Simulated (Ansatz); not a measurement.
CH$_{5}$FN$_{2}$S$_{2}$, SMILES `NC(N)(F)SS`, one more setting.

```yaml
crystal:
  periodic: [false, false, false]
  atoms:
    - {symbol: N, position_ang: [-0.113412, -0.609963, -1.610394]}
    - {symbol: C, position_ang: [0.086424, -0.244077, -0.270814]}
    - {symbol: N, position_ang: [1.349446, 0.361839, -0.108364]}
    - {symbol: F, position_ang: [0.063915, -1.320976, 0.608889]}
    - {symbol: S, position_ang: [-1.405069, 0.799391, 0.150122]}
    - {symbol: S, position_ang: [-1.033658, 1.266002, 2.090151]}
    - {symbol: H, position_ang: [-0.966721, -1.134724, -1.740905]}
    - {symbol: H, position_ang: [0.684653, -1.125116, -1.959790]}
    - {symbol: H, position_ang: [1.494028, 0.607816, 0.863836]}
    - {symbol: H, position_ang: [1.413046, 1.194015, -0.679535]}
    - {symbol: H, position_ang: [-1.507151, 0.148994, 2.677304]}
basis:
  gaussian: {orbitals: 6-31G, fitting: {mean_field: cc-pVTZ-jkfit}}
magnetization: {spin_polarized: false, initial_magnetization: 2}
hamiltonian: {xc: {name: PBE0}, pseudopotentials: {relativity: none}}
accuracy: high
```

```sh
$ ansatz run in.yaml --threads 4 --pin off --events-out ev --progress --plain --max-ram 10444MiB
```

Shortened log:

```
Functional definition: PBE0
708 factors; integrals over basis functions are off by at most 4.2e-3 eV
mean field evaluation 1: about -28455.7147 eV, gradient 5.6e1 eV
mean field evaluation 2: about -28455.7132 eV, gradient 5.6e1 eV
mean field evaluation 4: about -28459.4145 eV, gradient 2.5e1 eV
mean field evaluation 8: about -28462.0599 eV, gradient 7.4e-1 eV
mean field evaluation 16: about -28462.0625 eV, gradient 8.3e-4 eV
mean field -28462.06247346 eV, -1045.9615036209 hartree, gradient 8.2e-8 eV, S^2 2.000000; 4 other end points of the search recorded, 0 dependent functions left out
reference -28462.06247560 eV, -1045.9615036996 hartree; 34, 32 occupied and 38, 40 virtual orbitals, 708 factors
Total energy: -28462.06247560 eV, -1045.9615036996 hartree
```

It took 3.2 s on 4 threads of an Intel Xeon 6975P-C on a shared host, with 0.36 GiB of host memory at the peak.
